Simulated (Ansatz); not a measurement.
**Loss of CH4: C3H7O → C2H3O + CH4**

Species: C3H7O `[CH2]COC`, doublet; C2H3O `C=C[O]`, doublet; CH4 (methane) `C`, singlet. 

Shapes, held fixed at every level: PBE0-D4/def2-TZVP. Flexible molecules stand in one conformer, not always the lowest. Programs: Ansatz 0.2.0. The zero-point and thermal change to 298 K, harmonic and unscaled (PBE0-D4/def2-TZVP), is -10.8 kJ/mol.

(1) Estimate ΔH(298 K) of this reaction.

## Answers

(1) B2PLYP/def2-TZVPP gives ΔH(298 K) = -60.5 kJ/mol; the levels span -78.5 to -41.4. The median of the levels is -49.6. No measured value is set beside it here. Spin contamination: C2H3O (⟨S²⟩ up to 0.92). Open shells run unrestricted unless RO is named. Times are processor times on shared x86 and Arm servers, and rough.

```csv
level,kind,ΔH(298 K) (kJ/mol),CPU time (sum over the molecules)
HF/def2-TZVPP,Hartree–Fock,-78.5,–
r2SCAN-D4/def2-TZVPP,meta-GGA,-51.3,39 s
BHLYP-D4/def2-TZVPP,global hybrid,-49.6,31 s
PBE0-D4/def2-TZVPP,global hybrid,-41.4,34 s
r2SCAN0-D4/def2-TZVPP,global hybrid,-41.4,39 s
wB97X-V/def2-TZVPP,range-separated hybrid,-45.0,62 s
B2PLYP/def2-TZVPP,double hybrid,-60.5,35 s
```
